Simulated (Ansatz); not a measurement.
For fcc Rh, LDA in Ansatz (plane waves, PAW) gives:

| Quantity | Result |
|---|---|
| lattice parameter a | 3.754 Å |
| bulk modulus | 318 GPa |
| elastic constant C11 | 502 GPa |
| elastic constant C44 | 222 GPa |
| polycrystal shear modulus | 184 GPa |

Q: What does HSE06 in Ansatz (plane waves, PAW) give for the same quantities?

A: 
- lattice constant a: 3.779 Å (goes up by 0.7 %)
- bulk modulus: 291 GPa (drops by 8.5 %)
- elastic constant C11: 473 GPa (decreases by 5.8 %)
- elastic constant C44: 203 GPa (falls by 8.6 %)
- Voigt–Reuss–Hill shear modulus: 173 GPa (drops by 6.0 %)

For comparison: lattice constant a 3.794 Å (measured, static lattice: zero-point anharmonic expansion removed; as tabulated in Mejia-Rodriguez and Trickey (2018), arXiv:1807.09216); bulk modulus 271 GPa (measured, corrected for temperature and zero-point phonon effects, our sources range from 271 to 289; as tabulated in Levämäki et al. (2014), arXiv:1402.3671); elastic constant C11 413 GPa (measured, temperature not stated, not corrected to a static lattice; as tabulated in Mehl and Papaconstantopoulos (1996), arXiv:mtrl-th/9602003); elastic constant C44 184 GPa (measured, temperature not stated, not corrected to a static lattice; as tabulated in Mehl and Papaconstantopoulos (1996), arXiv:mtrl-th/9602003).

Changes are worked out from the printed values.

Unless a cell is named, each level is at its own relaxed cell (LDA 13.22, HSE06 13.49 Å³/atom).

The crystal itself was run without spin with LDA, HSE06; a magnetic state was not tried in these runs.

Caveats: hybrids on metals are sensitive to the k mesh (HSE06); the run warned that the count of filled bands differs between k points (HSE06). Ansatz's density-functional and Hartree–Fock values are scalar-relativistic unless marked +SOC, with PAW data made under PBE.

Ansatz is a first-principles code.
